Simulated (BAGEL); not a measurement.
# BH2Cl (SMILES [H]B([H])Cl) at 3 levels

Aim: a comparison of 3 runs (HF/STO-3G, RI-MP2/def2-SVP, RI-MP2/pcseg-2) of BH2Cl. 

Program for the calculation: BAGEL 1.2.2.

2 further runs of the same task are left out: 1 that didn't finish, 1 set aside as unsound or not needed.

### Step 1. The system as given

BH2Cl has 4 atoms, charge 0, and is taken as a singlet. SMILES: `[H]B([H])Cl`. The shape is that of a GFN2-xTB optimisation.

Bond lengths: B1–Cl4 1.673 Å, B1–H2 1.172 Å, B1–H3 1.172 Å. Angles: H2–B1–Cl4 119.1°, H3–B1–Cl4 119.0°, H2–B1–H3 121.9°.

### Step 2. A single-point energy at HF/STO-3G (run 1)

The input, hf.json:

```json
{ "bagel": [

{
  "title": "molecule",
  "basis": "sto-3g",
  "df_basis": "qzvpp-jkfit",
  "angstrom": true,
  "geometry": [
    { "atom": "B", "xyz": [    0.069310,    0.114420,   -0.000410 ] },
    { "atom": "H", "xyz": [    1.240090,    0.070720,    0.015540 ] },
    { "atom": "H", "xyz": [   -0.512130,    1.131590,   -0.018950 ] },
    { "atom": "Cl", "xyz": [   -0.797280,   -1.316740,    0.003830 ] }
  ]
},
{
  "title": "hf",
  "df": false
},
{
  "title": "print",
  "file": "orbitals.molden",
  "orbitals": true
}

]}
```

Launch:

```
$ BAGEL_NUM_THREADS=1 BAGEL hf.json > hf.out
```

Output:

```text
* using 1 threads per process

  ===============================================================
  ===============================================================

  *** Geometry ***

  { "atom" : "B", "xyz" : [      0.130977,      0.216222,     -0.000775 ] },
  { "atom" : "H", "xyz" : [      2.343430,      0.133641,      0.029366 ] },
  { "atom" : "H", "xyz" : [     -0.967785,      2.138395,     -0.035810 ] },
  { "atom" : "Cl", "xyz" : [     -1.506641,     -2.488278,      0.007238 ] },

  Number of auxiliary basis functions:      239

  Since a DF basis is specified, we compute 2- and 3-index integrals:
    o Being stored without compression. Storage requirement is 0.000 GB

  Number of basis functions:       16
  Number of electrons      :       24

    * METHOD: MOLECULE                             0.04

  *** RHF ***

  === Nuclear Repulsion ===
    38.9580455772

      * DIIS with orbital gradients will be used.

  === RHF iteration (sto-3g) ===
      0       -480.05827097          0.02856128           0.01
      1       -480.12136651          0.00462288           0.01
      2       -480.12448689          0.00080174           0.01
      3       -480.12457449          0.00012527           0.01
      4       -480.12457688          0.00003498           0.01
      5       -480.12457710          0.00000649           0.01
      6       -480.12457711          0.00000089           0.01
      7       -480.12457711          0.00000004           0.01
      8       -480.12457711          0.00000001           0.01
    * SCF iteration converged.

    * Permanent dipole moment:
           (   -0.248316,    -0.410054,     0.001325) a.u.

    * METHOD: HF                                   0.10

    * METHOD: PRINT                                0.00

  ===============================================================
```

Run time: 0.26 s. Hardware: 1 thread of Arm Neoverse V1, shared host.

### Step 3. Energy and gradient at RI-MP2/def2-SVP (density fitting with qzvpp-jkfit, cc-pv5z-ri for correlation) (run 2)

The input, calc.json:

```json
{ "bagel" : [

{
  "title" : "molecule",
  "basis" : "svp",
  "df_basis" : "qzvpp-jkfit",
  "angstrom" : "false",
  "geometry" : [
    { "atom" : "B", "xyz" : [  0.13097692,  0.21622246, -0.00077479 ] },
    { "atom" : "H", "xyz" : [  2.34343047,  0.13364143,  0.02936634 ] },
    { "atom" : "H", "xyz" : [ -0.96778544,  2.13839519, -0.03581031 ] },
    { "atom" : "Cl", "xyz" : [ -1.50664084, -2.48827798,  0.00723765 ] }
  ]
},
{
  "title" : "force",
  "method" : [
    {
      "title" : "mp2",
      "ncore" : 6,
      "aux_basis" : "cc-pv5z-ri"
    }
  ]
}

]}
```

Launch:

```
$ BAGEL_NUM_THREADS=1 BAGEL calc.json > calc.out
```

Output:

```text
* using 1 threads per process

  ===============================================================
  ===============================================================

  *** Geometry ***

  { "atom" : "B", "xyz" : [      0.130977,      0.216222,     -0.000775 ] },
  { "atom" : "H", "xyz" : [      2.343430,      0.133641,      0.029366 ] },
  { "atom" : "H", "xyz" : [     -0.967785,      2.138395,     -0.035810 ] },
  { "atom" : "Cl", "xyz" : [     -1.506641,     -2.488278,      0.007238 ] },

[... 25 lines left out ...]
    * SCF iteration converged.
[... 1 line left out ...]
    * Permanent dipole moment:
[... 13 lines left out ...]
      MP2 correlation energy:   -0.2221998269
[... 1 line left out ...]
    * Permanent dipole moment: MP2 unrelaxed
[... 10 lines left out ...]
    * Permanent dipole moment: MP2 relaxed
           (   -0.022003,    -0.036259,     0.000189) a.u.

  * Nuclear energy gradient

    o Atom   0
        x         -0.0119287326
        y         -0.0197702203
        z          0.0000379455
    o Atom   1
        x         -0.0146934037
        y          0.0001827836
        z         -0.0001869276
    o Atom   2
        x          0.0069512613
        y         -0.0129025983
        z          0.0002389121
    o Atom   3
        x          0.0196708750
        y          0.0324900350
        z         -0.0000899301

    * METHOD: FORCE                                1.09

  ===============================================================
```

Wall time 1.2 s (1 thread of Arm Neoverse V1, shared host); peak memory 0.093 GiB.

### Step 4. Energy and gradient at RI-MP2/pcseg-2 (density fitting with qzvpp-jkfit, cc-pv5z-ri for correlation) (run 3)

The input, job.json:

```json
{ "bagel" : [

{
  "title" : "molecule",
  "basis" : "pcseg-2.json",
  "df_basis" : "qzvpp-jkfit",
  "angstrom" : false,
  "geometry" : [
    { "atom" : "B", "xyz" : [  0.13097692,  0.21622246, -0.00077479 ] },
    { "atom" : "H", "xyz" : [  2.34343047,  0.13364143,  0.02936634 ] },
    { "atom" : "H", "xyz" : [ -0.96778544,  2.13839519, -0.03581031 ] },
    { "atom" : "Cl", "xyz" : [ -1.50664084, -2.48827798,  0.00723765 ] }
  ]
},
{
  "title" : "force",
  "method" : [
    {
      "title" : "mp2",
      "ncore" : 6,
      "aux_basis" : "cc-pv5z-ri"
    }
  ]
}

]}
```

The basis set pcseg-2 is read from a file made from the Basis Set Exchange's data (not shown).

Launch:

```
$ BAGEL_NUM_THREADS=1 BAGEL job.json > job.out
```

Output:

```text
* using 1 threads per process

  ===============================================================
  ===============================================================

  *** Geometry ***

  { "atom" : "B", "xyz" : [      0.130977,      0.216222,     -0.000775 ] },
  { "atom" : "H", "xyz" : [      2.343430,      0.133641,      0.029366 ] },
  { "atom" : "H", "xyz" : [     -0.967785,      2.138395,     -0.035810 ] },
  { "atom" : "Cl", "xyz" : [     -1.506641,     -2.488278,      0.007238 ] },

[... 25 lines left out ...]
    * SCF iteration converged.
[... 1 line left out ...]
    * Permanent dipole moment:
[... 13 lines left out ...]
      MP2 correlation energy:   -0.2837032025
[... 1 line left out ...]
    * Permanent dipole moment: MP2 unrelaxed
[... 10 lines left out ...]
    * Permanent dipole moment: MP2 relaxed
           (   -0.072199,    -0.119165,     0.000423) a.u.

  * Nuclear energy gradient

    o Atom   0
        x         -0.0139186509
        y         -0.0230518038
        z          0.0000468732
    o Atom   1
        x         -0.0061380136
        y          0.0002421673
        z         -0.0000749999
    o Atom   2
        x          0.0030398378
        y         -0.0052970733
        z          0.0001054674
    o Atom   3
        x          0.0170168266
        y          0.0281067098
        z         -0.0000773407

    * METHOD: FORCE                                2.95

  ===============================================================
```

Wall time 3.3 s (1 thread of Arm Neoverse V1, shared host); peak memory 0.2 GiB.

### Step 5. All runs side by side

```csv
run,level,integral approximation,task,energy (Eh),dipole moment (D),wall time
1,HF/STO-3G,none,energy,-480.124577,1.22,0.26 s
2,"RI-MP2/def2-SVP (density fitting with qzvpp-jkfit, cc-pv5z-ri for correlation)",qzvpp-jkfit,gradient,-485.423452,0.11,1.2 s
3,"RI-MP2/pcseg-2 (density fitting with qzvpp-jkfit, cc-pv5z-ri for correlation)",qzvpp-jkfit,gradient,-485.670768,0.35,3.3 s
```

### Step 6. Summary of results

```
                                                      quantity          value
                                           run 3: total energy  -485.67077 Eh
run 3: dipole moment (of the density that the program reports)         0.35 D
            run 3: correlation energy (6 core orbitals frozen)     -283.7 mEh
                               run 3: largest force on an atom     1.690 eV/Å
```

What this shows: The dipole moment (its size) runs from 0.11 D (RI-MP2/def2-SVP) to 1.22 D (HF/STO-3G). The two ends differ in method and basis. In run 1 the basis is minimal, so the values are rough. All runs together took 4.8 s, the longest 3.3 s.
